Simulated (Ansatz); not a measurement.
**LiC− (triplet): wave-function methods side by side at distance C1–Li2 = 2.177 Å, 6-31++G****

An exercise on one series of results from a longer session: the logs are not shown, and one member is left open.

Method: 6-31++G**, core rule «outside noble gas», up to 2 orbitals frozen; program: Ansatz 0.2.0, Gaussian basis.

The runs, in order: UHF; CCSD(T) on ROHF; CCSD(T) on UHF; BCCD(T) on ROHF; CISD as a restricted active space (open shells left free, so some higher excitations enter); CCSDT(Q) on ROHF; CCSDT(Q) on UHF; CASSCF and MRCISD+Q, 4 electrons in 4 orbitals; CASSCF and NEVPT2, 4 electrons in 4 orbitals; Full CI.

48 further runs of the same task are left out: 34 for a known fault of the program, 12 that didn't finish, 2 set aside as unsound or not needed. Runs told in other sessions of the task aren't counted.

## What is computed

The geometry derives from a PBE0/def2-TZVPD stationary point (not a proven minimum). One bond is set to the value named and the two fragments are kept rigid.

2 atoms, charge -1, spin multiplicity 3.

Atoms are counted from 1 here; the program's logs count them from 0.

Bond lengths: C1–Li2 2.177 Å.

As a file:

| atom | x (Å) | y (Å) | z (Å) |
| --- | --- | --- | --- |
| C1 | 0.0000 | 0.0000 | 0.0000 |
| Li2 | 0.0000 | 0.0000 | 2.1770 |

The first run:

Contents of in.yaml:

```yaml
crystal:
  periodic: [false, false, false]
  atoms:
    - {symbol: C, position_ang: [0.000000, 0.000000, 0.000000]}
    - {symbol: Li, position_ang: [0.000000, 0.000000, 2.177000]}
basis:
  gaussian: {orbitals: "6-31++G**"}
total_charge: -1
magnetization: {spin_polarized: true, initial_magnetization: 2}
hamiltonian: {xc: hf}
output: {orbitals: {seedname: orbitals}}
```

Command:

```
$ ansatz run in.yaml --threads 1 --pin off --events-out ev --progress --plain --max-ram 2393MiB
```

Steps of the session up to this table: UHF; CCSD(T) on ROHF; CCSD(T) on UHF; BCCD(T) on ROHF; CISD as a restricted active space (open shells left free, so some higher excitations enter); CCSDT(Q) on ROHF; CCSDT(Q) on UHF; CASSCF and MRCISD+Q, 4 electrons in 4 orbitals; CASSCF and NEVPT2, 4 electrons in 4 orbitals; Full CI.

One table of the session follows, with a row left open; its other results are not shown here.

```
       method  from FCI (kJ/mol)
          UHF             +244.9
         RMP2             +163.7
         UMP2              +52.5
         CISD             +125.2
        RCCSD              +13.0
        UCCSD               +9.0
     RCCSD(T)               +4.4
     UCCSD(T)               +2.4
      BCCD(T)               +2.6
       RCCSDT               +1.1
       UCCSDT               +0.4
    RCCSDT(Q)               +0.1
    UCCSDT(Q)                0.0
  CASSCF pair             +248.7
  NEVPT2 pair                  ?
  MRCISD pair              +13.9
MRCISD+Q pair               +1.3
          FCI                  0
```

Q: Estimate the row for NEVPT2 pair from the others.

The run gave: from FCI (kJ/mol): +56.8. In the column «from FCI (kJ/mol)» it lies between UMP2 (+52.5) and CISD (+125.2).

Left out of the table: ROHF (another determinant or state than the rows shown).

Caveats from the session: The determinant of HF (⟨S²⟩ 2.99) is far from a pure spin state, so its energy mixes those of several spin states; that is harmless only where they are near-degenerate. The determinant of CCSD(T) (⟨S²⟩ 2.99) is far from a pure spin state, so its energy mixes those of several spin states; high orders of coupled cluster remove much of that, low ones don't. The determinant of CCSDT(Q) (⟨S²⟩ 2.99) is far from a pure spin state, so its energy mixes those of several spin states; high orders of coupled cluster remove much of that, low ones don't. The program flags RCCSDT(Q) as in doubt, so read those rows with care; the flags are other amplitudes. Levels on UHF freeze UHF's core orbitals, full CI those of ROHF, so the U rows can settle a little off it for that reason alone. Restricted and unrestricted rows rest on different reference determinants; a gap between their highest levels can come from leftover correlation error, from unlike frozen cores or from another state.
